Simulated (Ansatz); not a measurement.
CH₃ClSi, SMILES C[Si]Cl: a ladder of basis sets, run with the Ansatz DFT code, driven from Python.

`basis.py`:
```python
# -*- coding: utf-8 -*-
'''How the energy of CH3ClSi converges with the basis.'''

import ansatz as az

GEOMETRY = '''
C    -0.39830    0.34200   -0.17790
Si    0.27820   -0.63540    1.16180
Cl    1.90150   -1.61130    0.43200
H     0.34180    1.14010   -0.56240
H    -1.33150    0.91890    0.14020
H    -0.74960   -0.21830   -1.03990
'''


def main():
    molecule = az.Crystal.molecule()
    for line in GEOMETRY.strip().splitlines():
        symbol, *xyz = line.split()
        molecule = molecule.atom(symbol, [float(v) for v in xyz])

    calculation = molecule.calculation().functional('PBE0')

    energies = {}
    for basis in ['cc-pVDZ', 'cc-pVTZ']:
        summary = calculation.basis(gaussian=basis).run(threads=1, backend='cpu').report
        size = summary['n_frozen'] + summary['n_occupied'][0] + summary['n_virtual'][0]
        energies[basis] = (summary['reference_energy_ev'] / 27.211386246, summary['free_energy_ev'] / 27.211386246)
        print(f'{basis:14s} {size:4d} orbitals  reference {energies[basis][0]:14.6f} Ha  total {energies[basis][1]:14.6f} Ha')

    last = energies['cc-pVTZ'][1]
    for basis, (_, total) in energies.items():
        print(f'{basis:14s} lies {27.211386 * (total - last):9.4f} eV above cc-pVTZ')


if __name__ == '__main__':
    main()
```

How far does the total energy move along this ladder of basis sets?

Against cc-pVDZ: cc-pVTZ -45.3 mHa. The last step alone is -45.31 mHa. From the first set to the last the time grows from 1.7 to 3.5 s.

The run itself:

```console
$ python basis.py
cc-pVDZ          65 orbitals  reference    -789.279299 Ha  total    -789.279299 Ha
cc-pVTZ         140 orbitals  reference    -789.324605 Ha  total    -789.324605 Ha
cc-pVDZ        lies    1.2328 eV above cc-pVTZ
cc-pVTZ        lies    0.0000 eV above cc-pVTZ
```

Caveats:
- These settings explore the input space; basis and method may be short of convergence.
- The geometry is a force-field or estimated start, not a minimum of this method, and the last set is no limit. Much of the fall in a total is atomic energy, which cancels in bond and reaction energies.
- For Al to Cl the sets with a tight d function, cc-pV(X+d)Z, are usual.
- Wall time of the script: 5.6 s on 1 thread of Arm Neoverse V1, on a shared host, peak memory 0.3 GiB.

(A comment or docstring line of the script was reworded after the run, the code is as it ran; lines on the test bed's own set-up are left out of the output.)
